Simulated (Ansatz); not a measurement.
Reaction: C3H5N (propanenitrile, SMILES CCC#N) → C2H5 (SMILES [CH2]C, doublet) + CN (SMILES N#[C], doublet) (the C-C bond breaks)
Each species at its own B3LYP-D3(BJ)/def2-TZVP minimum (Ansatz, a program for electronic structure).

Total energies in hartree (Ansatz). Radicals and triplets start from unrestricted determinants; spin-orbit coupling is neglected. Cores are frozen in correlated methods. No relativity. The UHF reference of CN ([C]#N, doublet) is spin-contaminated (<S^2> up to 0.37 over the pure value in the sets run).

```tsv
species	HF/cc-pVTZ	CCSD(T)/cc-pVTZ	HF/cc-pVQZ	CCSD(T)/cc-pVQZ	CCSD(T)/cc-pVDZ	CCSDT(Q)/cc-pVDZ
1: C3H5N (propanenitrile, SMILES CCC#N)	-171.02194	-171.76656	-171.03326	-171.81619	-171.59545	-171.59796
2: C2H5 (SMILES [CH2]C, doublet)	-78.62785	-79.00245	-78.63306	-79.02569	-78.91562	-78.91668
3: CN (SMILES [C]#N, doublet)	-92.23520	-92.56541	-92.24165	-92.58980	-92.48814	-92.49250
```

Work out the bond dissociation energy (electronic) in kJ/mol: take Hartree-Fock from cc-pVQZ, extrapolate the CCSD(T) correlation energy as X^-3 (X = 3, 4), and add CCSDT(Q) - CCSD(T) in cc-pVDZ. 1 hartree = 2625.5 kJ/mol.


Species 1: correlation (64·(-0.78293) - 27·(-0.74462))/37 = -0.81089; step -0.00251; E1 = -171.03326 + (-0.81089) + (-0.00251) = -171.84666
Species 2: correlation (64·(-0.39263) - 27·(-0.37460))/37 = -0.40579; step -0.00106; E2 = -78.63306 + (-0.40579) + (-0.00106) = -79.03991
Species 3: correlation (64·(-0.34815) - 27·(-0.33021))/37 = -0.36124; step -0.00436; E3 = -92.24165 + (-0.36124) + (-0.00436) = -92.60725
-1·E1 +1·E2 +1·E3 = 0.19950 hartree = 523.8 kJ/mol.
